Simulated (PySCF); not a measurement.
Compound: vinyl ether, C4H6O.
Bonds: C1–C2 (double), C2–O3, O3–C4, C4–C5 (double). Hydrogens: H6, H7 on C1; H8 on C2; H9 on C4; H10, H11 on C5.

Jobs on this species (11 atoms, 38 electrons) with PySCF (density fitting). Hardware of each: one thread of an Arm Neoverse V2, no GPU (shared host). The host was shared with other jobs, so the times are rough. Peak memory is the resident size of the whole Python process, interpreter and libraries included.

Question: Rank these jobs by wall time, shortest first.
A. PBE0/def2-TZVP; shieldings, charges and field gradients; 191 basis functions
B. PBE0/STO-3G; shieldings, charges and field gradients; 31 basis functions
C. CAM-B3LYP/pcSseg-2; shieldings; 264 basis functions
D. PBE0/6-31G*; shieldings, charges and field gradients; 82 basis functions

Answer: B (1.6 s), D (4.1 s), A (13 s), C (27 s).

All jobs:

```json
{"level and settings": "PBE0/STO-3G", "work": "shieldings, charges and field gradients", "basis functions": "31", "SCF cycles": "12", "wall time": "1.6 s", "peak memory": "0.46 GiB"}
{"level and settings": "PBE0/6-31G", "work": "shieldings, charges and field gradients", "basis functions": "57", "SCF cycles": "13", "wall time": "2.9 s", "peak memory": "0.46 GiB"}
{"level and settings": "PBE0/6-31G*", "work": "shieldings, charges and field gradients", "basis functions": "82", "SCF cycles": "14", "wall time": "4.1 s", "peak memory": "0.46 GiB"}
{"level and settings": "PBE0/def2-SVP", "work": "shieldings, charges and field gradients", "basis functions": "100", "SCF cycles": "14", "wall time": "4.7 s", "peak memory": "0.49 GiB"}
{"level and settings": "PBE0/def2-TZVP", "work": "shieldings, charges and field gradients", "basis functions": "191", "SCF cycles": "14", "wall time": "13 s", "peak memory": "0.78 GiB"}
{"level and settings": "B3LYP/def2-SVPD", "work": "10 singlets by full TDDFT, 4 Tamm–Dancoff triplets, polarisability, ΔSCF ions", "basis functions": "151", "SCF cycles": "14", "wall time": "19 s", "peak memory": "0.67 GiB"}
{"level and settings": "BHandHLYP/pcSseg-2", "work": "shieldings", "basis functions": "264", "SCF cycles": "12", "wall time": "20 s", "peak memory": "0.98 GiB"}
{"level and settings": "wB97X-D/pcSseg-2", "work": "shieldings", "basis functions": "264", "SCF cycles": "13", "wall time": "26 s", "peak memory": "1.0 GiB"}
{"level and settings": "CAM-B3LYP/pcSseg-2", "work": "shieldings", "basis functions": "264", "SCF cycles": "13", "wall time": "27 s", "peak memory": "1.1 GiB"}
```

Question: What do all jobs in the table cost together?

Answer: About 2.0 min; the longest takes about 23 % of that, and about 17 times as long as the shortest.
